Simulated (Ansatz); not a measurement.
# Cl2: active-space calculation in Python

Aim: an active-space calculation, for Cl2, run from a script. SMILES: ClCl.

All numbers are computed with Ansatz 0.2.0, driven from Python. The levels of theory stand in the script.

## (1) The structure

Bond lengths: Cl1–Cl2 2.016 Å.

cl2.xyz, read by the script:

```xyz
2

Cl    0.85985   -0.28631    0.44086
Cl   -0.85985    0.28631   -0.44086
```

## (2) The script

Input file cl2_cas.py:

```python
'''Static correlation in Cl2: natural occupations of an active space.'''

import warnings

import ansatz as az


def main() -> None:
    warnings.simplefilter('ignore', az.DeckWarning)

    system = az.Crystal.molecule_from_extxyz('cl2.xyz')

    model = system.calculation()
    model = model.basis(gaussian='6-31G*')
    model = model.correlation(active_electrons=4, active_orbitals=5)
    for method in [None, 'sc_nevpt2']:
        r = (model if method is None else model.correlation(method)).run(threads=1).report
        space = r['configurations']
        state = space['states'][0]
        print(method or 'casscf', f'total {r["free_energy_ev"] / 27.211386246:.6f} Ha, active-space state {state["energy"]["hartree"]:.6f} Ha, mean field {r["reference_energy_ev"] / 27.211386246:.6f} Ha')
        print('  determinants', state['n_determinants'], ' natural occupations', [round(n, 3) for n in space['natural_occupations']])


if __name__ == '__main__':
    main()
```

## (3) What the engine is handed

The engine receives this input (first run):

```yaml
crystal:
  periodic: [false, false, false]
  atoms:
    - { symbol: Cl, position_ang: [0.85985, -0.28631, 0.44086] }
    - { symbol: Cl, position_ang: [-0.85985, 0.28631, -0.44086] }
basis:
  gaussian:
    orbitals: "6-31G*"
correlation:
  active_space:
    window:
      electrons: 4
      orbitals: 5
```

## (4) The run

Run with:

```sh
python cl2_cas.py
```

Standard output:

```text
casscf total -918.953822 Ha, active-space state -918.953822 Ha, mean field -918.912545 Ha
  determinants 100  natural occupations [1.985, 1.946, 0.055, 0.008, 0.006]
sc_nevpt2 total -919.173588 Ha, active-space state -918.953669 Ha, mean field -918.912545 Ha
  determinants 100  natural occupations [1.985, 1.946, 0.055, 0.008, 0.006]
```

Run time: 6.6 s. Hardware: 1 thread of Arm Neoverse V1, shared host; peak memory 0.15 GiB.

## (5) What changed from run to run

The engine's inputs for the other runs:

Run 2, against run 1:

```diff
@@ -9,0 +10 @@
+  method: sc_nevpt2
```

Lines on the test bed's own set-up are left out of the output.

## (6) The engine's runs

The 2 runs, in the order started:

```tsv
run	method	energy (eV)	SCF cycles	CPU time (s)
1	not set	-25006.0074	10	3.1
2	sc_nevpt2	-25011.9875	11	3
```

## (7) What came out

```
           quantity                              value
natural occupations  1.985, 1.946, 0.055, 0.008, 0.006
      runs compared                                  2
```

In words: The natural occupations stay near whole numbers, so one determinant describes the state well. Both runs converged (10 to 11 cycles). The geometry is a force-field or estimated start, not a minimum of this method, and the basis set is short of its limit. The active space starts as a window about the frontier orbitals and is then optimised, not chosen by chemistry.
